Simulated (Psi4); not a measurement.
# HF/STO-3G run of CCl3F (trichlorofluoromethane)

Aim: the energy change on altering one bond length of CCl3F (trichlorofluoromethane) at HF/STO-3G, from 2 runs. 

The results are computed with Psi4 1.11.

### Step 1. The structure to begin with

CCl3F has 5 atoms, charge 0, and is taken as a singlet. As SMILES, `FC(Cl)(Cl)Cl`. The coordinates come from a PBE0-D4/def2-TZVP relaxation.

Bond lengths: F1–C2 1.333 Å, C2–Cl3 1.760 Å, C2–Cl4 1.760 Å, C2–Cl5 1.760 Å. Angles: F1–C2–Cl3 108.5°, F1–C2–Cl4 108.5°, F1–C2–Cl5 108.5°, Cl3–C2–Cl4 110.4°, Cl3–C2–Cl5 110.4°, Cl4–C2–Cl5 110.4°.

### Step 2. Energy and forces at HF/STO-3G

Contents of input.json:

```json
{
 "schema_name": "qcschema_input",
 "schema_version": 1,
 "molecule": {
  "schema_name": "qcschema_molecule",
  "schema_version": 2,
  "symbols": ["F", "C", "Cl", "Cl", "Cl"],
  "geometry": [1.72320346, -1.55095492, 1.28002489, 0.08441407, -0.07598589, 0.06272001, -2.61634472, 0.29783973, 1.967186, -0.71803924, -1.53914413, -2.81410456, 1.52674753, 2.86824521, -0.49584524],
  "molecular_charge": 0,
  "molecular_multiplicity": 1,
  "fix_symmetry": "c1",
  "fix_com": true,
  "fix_orientation": true
 },
 "driver": "gradient",
 "model": {
  "method": "hf",
  "basis": "STO-3G"
 },
 "keywords": {
  "puream": true,
  "e_convergence": 1e-09,
  "d_convergence": 1e-08,
  "scf_type": "pk",
  "scf_properties": ["DIPOLE", "MULLIKEN_CHARGES", "WIBERG_LOWDIN_INDICES"]
 }
}
```

The run is started by

```bash
$ psi4 --qcschema input.json -n 1 --memory 2200MB
```

stdout:

```text
[...]
  Running in c1 symmetry.
[...]
  Nuclear repulsion =  368.460948696479875
[...]
  Multiplicity = 1
[...]
  Nalpha       = 33
  Nbeta        = 33
[...]
    Number of basis functions: 37
[...]
   @RHF iter   1: -1498.81300821622312   -9.81523e-01   1.80500e-02 ADIIS/DIIS
[...]
   @RHF iter   9: -1499.14713876758424   -2.27374e-12   4.83037e-09 DIIS
[...]
    Orbital Energies [Eh]
    ---------------------
    Doubly Occupied:
       1A   -103.775874     2A   -103.775872     3A   -103.775867
       4A    -26.080795     5A    -11.346438     6A    -10.455228
       7A    -10.455226     8A    -10.454874     9A     -7.899690
      10A     -7.899689    11A     -7.899540    12A     -7.893437
      13A     -7.893235    14A     -7.893234    15A     -7.893024
      16A     -7.892925    17A     -7.892924    18A     -1.633343
      19A     -1.200027    20A     -1.071276    21A     -1.071274
      22A     -0.810617    23A     -0.677926    24A     -0.677926
      25A     -0.666210    26A     -0.527351    27A     -0.527350
      28A     -0.461937    29A     -0.459325    30A     -0.459323
      31A     -0.433571    32A     -0.433570    33A     -0.428761
[...]
  @RHF Final Energy: -1499.14713876758424
   => Energetics <=
    Nuclear Repulsion Energy =            368.4609486964798748
    One-Electron Energy =               -2809.7808563156595483
    Two-Electron Energy =                 942.1727688515952650
    Total Energy =                      -1499.1471387675842379
[...]
 Multipole Moments:
 ------------------------------------------------------------------------------------
     Multipole            Electronic (a.u.)      Nuclear  (a.u.)        Total (a.u.)
 ------------------------------------------------------------------------------------
 L = 1.  Multiply by 2.5417464519 to convert [e a0] to [Debye]
 Dipole X            :         14.8917121          -14.7145037            0.1772083
 Dipole Y            :        -13.4029859           13.2434841           -0.1595017
 Dipole Z            :         11.0621000          -10.9304405            0.1316595
 Magnitude           :                                                    0.2723560
[...]
  Mulliken Charges: (a.u.)
   Center  Symbol    Alpha    Beta     Spin     Total
       1     F     4.53904  4.53904  0.00000 -0.07808
       2     C     2.87091  2.87091  0.00000  0.25817
       3    CL     8.53001  8.53001  0.00000 -0.06003
       4    CL     8.53002  8.53002  0.00000 -0.06003
       5    CL     8.53002  8.53002  0.00000 -0.06003
   Total alpha = 33.00000, Total beta = 33.00000, Total charge = -0.00000
  Wiberg Bond Indices using Orthogonal Lowdin Orbitals:
[...]
  -Total Gradient:
     Atom            X                  Y                   Z
    ------   -----------------  -----------------  -----------------
       1       -0.025092201755     0.022585665902    -0.018641768942
       2       -0.008717483496     0.007847037102    -0.006471311591
       3        0.041329904872    -0.006493481410    -0.027674513064
       4        0.012995072993     0.020927310228     0.043696106183
       5       -0.020515292601    -0.044866531842     0.009091487439
[...]
```

The result, in JSON:

```text
{
 "driver": "gradient",
 "model": {
  "method": "hf",
  "basis": "STO-3G"
 },
 "success": true,
 "return_result": [-0.02509220175532234, 0.022585665901518948, -0.01864176894234837, -0.008717483496047479, 0.007847037101867238, -0.006471311590614495, 0.041329904871848205, -0.006493481409694742, -0.027674513063856432, 0.012995072992647745, 0.020927310228310042, 0.0436961061829442, -0.02051529260065306, -0.044866531841906615, 0.009091487438695839],
 "properties": {
  "calcinfo_nbasis": 37,
  "calcinfo_nmo": 37,
  "calcinfo_nalpha": 33,
  "calcinfo_nbeta": 33,
  "calcinfo_natom": 5,
  "nuclear_repulsion_energy": 368.4609486964799,
  "return_energy": -1499.1471387675842,
  "return_gradient": [-0.02509220175532234, 0.022585665901518948, -0.01864176894234837, -0.008717483496047479, 0.007847037101867238, -0.006471311590614495, 0.041329904871848205, -0.006493481409694742, -0.027674513063856432, 0.012995072992647745, 0.020927310228310042, 0.0436961061829442, -0.02051529260065306, -0.044866531841906615, 0.009091487438695839],
  "scf_one_electron_energy": -2809.7808563156595,
  "scf_two_electron_energy": 942.1727688515953,
  "scf_dipole_moment": [0.17720834184268774, -0.15950173938206724, 0.13165946695260544],
  "scf_total_energy": -1499.1471387675842,
  "scf_total_gradient": [-0.02509220175532234, 0.022585665901518948, -0.01864176894234837, -0.008717483496047479, 0.007847037101867238, -0.006471311590614495, 0.041329904871848205, -0.006493481409694742, -0.027674513063856432, 0.012995072992647745, 0.020927310228310042, 0.0436961061829442, -0.02051529260065306, -0.044866531841906615, 0.009091487438695839],
  "scf_iterations": 9
 }
}
```

Run time: 5.4 s. Hardware: 1 thread of Intel Xeon at 2.50GHz (Skylake/Cascade Lake), shared host; peak memory 0.18 GiB.

### Step 3. The distorted shape

Contents of job.py:

```python
import psi4

psi4.set_memory(2200000000)
psi4.set_num_threads(1)
psi4.core.set_output_file('output.dat', False)

m = psi4.geometry("""
0 1
F      1.041987    -0.937831     0.774004
C      0.044670    -0.040210     0.033190
Cl    -1.384510     0.157610     1.040990
Cl    -0.379970    -0.814480    -1.489160
Cl     0.807920     1.517810    -0.262390
units angstrom
symmetry c1
no_reorient
no_com
""")

psi4.set_options({
    'basis': 'STO-3G',
    'reference': 'rhf',
    'puream': True,
    'e_convergence': 1e-09,
    'd_convergence': 1e-08,
    'scf_type': 'pk',
})

result, w = psi4.gradient('hf', molecule=m, return_wfn=True)
psi4.oeprop(w, 'WIBERG_LOWDIN_INDICES', 'LOWDIN_CHARGES', 'DIPOLE')
print('gradient / Eh bohr^-1')
print(result.np.round(6))
print(f'energy = {w.energy():.10f} Eh')
for k, v in sorted(psi4.core.scalar_variables().items()):
    print(f'{k:45s} {v:18.10f}')
```

The run is started by

```bash
$ python job.py
```

output.dat:

```text
[...]
  Running in c1 symmetry.
[...]
  Nuclear repulsion =  360.150250501988182
[...]
  Multiplicity = 1
[...]
  Nalpha       = 33
  Nbeta        = 33
[...]
    Number of basis functions: 37
[...]
   @RHF iter   1: -1498.73496871875841   -1.18678e+00   1.91610e-02 DIIS/ADIIS
[...]
   @RHF iter  10: -1499.12780473970224   -2.04636e-12   2.63326e-09 DIIS
[...]
    Orbital Energies [Eh]
    ---------------------
    Doubly Occupied:
       1A   -103.782279     2A   -103.782278     3A   -103.782273
       4A    -26.039504     5A    -11.316502     6A    -10.460651
       7A    -10.460649     8A    -10.460295     9A     -7.905112
      10A     -7.905110    11A     -7.904959    12A     -7.898897
      13A     -7.898705    14A     -7.898704    15A     -7.898491
      16A     -7.898387    17A     -7.898386    18A     -1.536238
      19A     -1.205186    20A     -1.068286    21A     -1.068284
      22A     -0.787155    23A     -0.628708    24A     -0.628707
      25A     -0.627088    26A     -0.528661    27A     -0.528661
      28A     -0.464639    29A     -0.464637    30A     -0.443940
      31A     -0.436129    32A     -0.436128    33A     -0.430971
[...]
  @RHF Final Energy: -1499.12780473970224
   => Energetics <=
    Nuclear Repulsion Energy =            360.1502505019881824
    One-Electron Energy =               -2793.6069056017104231
    Two-Electron Energy =                 934.3288503600202830
    Total Energy =                      -1499.1278047397022419
[...]
  -Total Gradient:
     Atom            X                  Y                   Z
    ------   -----------------  -----------------  -----------------
       1        0.075989980988    -0.068392576674     0.056443856977
       2       -0.090330364151     0.081301816249    -0.067094303751
       3        0.029273854788    -0.001328293257    -0.025820418007
       4        0.006185898497     0.021014857430     0.032333664831
       5       -0.021119370131    -0.032595803763     0.004137199966
[...]
 Multipole Moments:
 ------------------------------------------------------------------------------------
     Multipole            Electronic (a.u.)      Nuclear  (a.u.)        Total (a.u.)
 ------------------------------------------------------------------------------------
 L = 1.  Multiply by 2.5417464519 to convert [e a0] to [Debye]
 Dipole X            :         12.6184275          -12.5017043            0.1167232
 Dipole Y            :        -11.3569467           11.2518848           -0.1050619
 Dipole Z            :          9.3734923           -9.2867642            0.0867280
 Magnitude           :                                                    0.1793992
[...]
```

The script printed:

```text
gradient / Eh bohr^-1
[[ 0.07599  -0.068393  0.056444]
 [-0.09033   0.081302 -0.067094]
 [ 0.029274 -0.001328 -0.02582 ]
 [ 0.006186  0.021015  0.032334]
 [-0.021119 -0.032596  0.004137]]
energy = -1499.1278047397 Eh
CURRENT ENERGY                                  -1499.1278047397
CURRENT REFERENCE ENERGY                        -1499.1278047397
DD SOLVATION ENERGY                                 0.0000000000
HF KINETIC ENERGY                                1472.7643220299
HF POTENTIAL ENERGY                             -2971.8921267696
HF TOTAL ENERGY                                 -1499.1278047397
HF VIRIAL RATIO                                     2.0179006799
NUCLEAR REPULSION ENERGY                          360.1502505020
ONE-ELECTRON ENERGY                             -2793.6069056017
PCM POLARIZATION ENERGY                             0.0000000000
PE ENERGY                                           0.0000000000
SCF ITERATION ENERGY                            -1499.1278047397
SCF ITERATIONS                                     10.0000000000
SCF TOTAL ENERGY                                -1499.1278047397
TWO-ELECTRON ENERGY                               934.3288503600
```

Wall time 4.8 s (1 thread of Intel Xeon at 2.50GHz (Skylake/Cascade Lake), shared host); peak memory 0.18 GiB.

### Step 4. What came out

Level: HF/STO-3G.

```
                                                         quantity           value
                                        first shape: total energy  -1499.14714 Eh
                                       first shape: dipole moment          0.69 D
                                         first shape: HOMO energy       -11.67 eV
                                         first shape: LUMO energy         6.49 eV
                                       first shape: HOMO–LUMO gap        18.15 eV
                            first shape: largest force on an atom      2.580 eV/Å
                                    distorted shape: total energy  -1499.12780 Eh
                                   distorted shape: dipole moment          0.46 D
                                     distorted shape: HOMO energy       -11.73 eV
                                     distorted shape: LUMO energy         6.49 eV
                                   distorted shape: HOMO–LUMO gap        18.21 eV
                        distorted shape: largest force on an atom      7.138 eV/Å
energy change with the F1–C2 bond stretched from 1.333 to 1.533 Å        0.526 eV
```

**Reading.** With the F1–C2 bond stretched from 1.333 to 1.533 Å the energy rises by 0.53 eV (50.8 kJ/mol). The first shape isn't relaxed at this level, so the change isn't measured from a minimum. The minimal basis adds a large error of its own. The largest force (first shape) is 2.58 eV/Å: the shape isn't a stationary point for this species at this level. Mulliken charges (first shape) run from -0.08 on F1 to +0.26 on C2; they depend strongly on the basis.
